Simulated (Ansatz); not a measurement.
The input, for Ansatz 0.2.0:

```yaml
crystal:
  periodic: [false, false, false]
  atoms:
    - {symbol: As, position_ang: [0.000000, 0.000000, 0.000000]}
    - {symbol: As, position_ang: [0.000000, 0.000000, 2.438000]}
basis:
  gaussian: {orbitals: def2-mTZVP}
total_charge: 1
magnetization: {spin_polarized: true, initial_magnetization: 3}
hamiltonian: {xc: {name: r2SCAN}}
correlation: {method: ccsd_t, electrons: outside_noble_gas}
```

```sh
$ ansatz run in.yaml --threads 1 --pin off --events-out ev --progress --plain --max-ram 2393MiB
```

Task: Roughly how long does this take on 1 thread of Arm Neoverse V2, shared host, and how much host memory?

Result: 24 s wall and 0.17 GiB.

```
746 factors; integrals over basis functions are off by at most 8.8e-4 eV
mean field evaluation 1: about -121670.7051 eV, gradient 7.7e0 eV
mean field evaluation 2: about -121670.7042 eV, gradient 7.7e0 eV
mean field evaluation 4: about -121671.1310 eV, gradient 1.6e0 eV
mean field evaluation 8: about -121671.1346 eV, gradient 4.8e-3 eV
mean field evaluation 16: about -121670.0926 eV, gradient 4.6e0 eV
mean field evaluation 32: about -121670.0926 eV, gradient 4.6e0 eV
mean field evaluation 64: about -121671.1203 eV, gradient 5.0e-1 eV
mean field evaluation 96: about -121670.4820 eV, gradient 1.3e0 eV
mean field -121671.13464176 eV, -4471.3317264275 hartree, gradient 2.1e-6 eV, S^2 3.759270; 12 other end points of the search recorded, 0 dependent functions left out
28 core orbitals not correlated: weight in the atoms' cores, before any rotation towards them, 1.000 or more for the frozen orbitals, at most 0.000 for the correlated occupied ones
reference -121581.71555623 eV, -4468.0456356446 hartree; 6, 3 occupied and 38, 41 virtual orbitals, 746 factors
second order -3.99050631 eV of doubles, -0.24760740 eV of singles
cycle   1  -4.64861720 eV  change   -4.2e-1 eV  update   6.2e-2
cycle   2  -4.83562425 eV  change   -1.9e-1 eV  update   2.2e-2
cycle   3  -4.85733299 eV  change   -2.2e-2 eV  update   8.3e-3
cycle   4  -4.85952796 eV  change   -2.2e-3 eV  update   3.9e-3
cycle   5  -4.86003338 eV  change   -5.1e-4 eV  update   1.7e-3
cycle   6  -4.86005158 eV  change   -1.8e-5 eV  update   6.2e-4
cycle   7  -4.86023176 eV  change   -1.8e-4 eV  update   2.2e-4
cycle   8  -4.86022197 eV  change    9.8e-6 eV  update   7.0e-5
cycle   9  -4.86021218 eV  change    9.8e-6 eV  update   1.9e-5
cycle  10  -4.86021876 eV  change   -6.6e-6 eV  update   5.4e-6
perturbative correction -0.20278286 eV, -0.0074521326 hartree
WARN: these amplitudes may be one of several solutions (largest doubles amplitude 0.09, level shift 0.03 eV)
Total energy: -121586.77855785 eV, -4468.2316975223 hartree
```
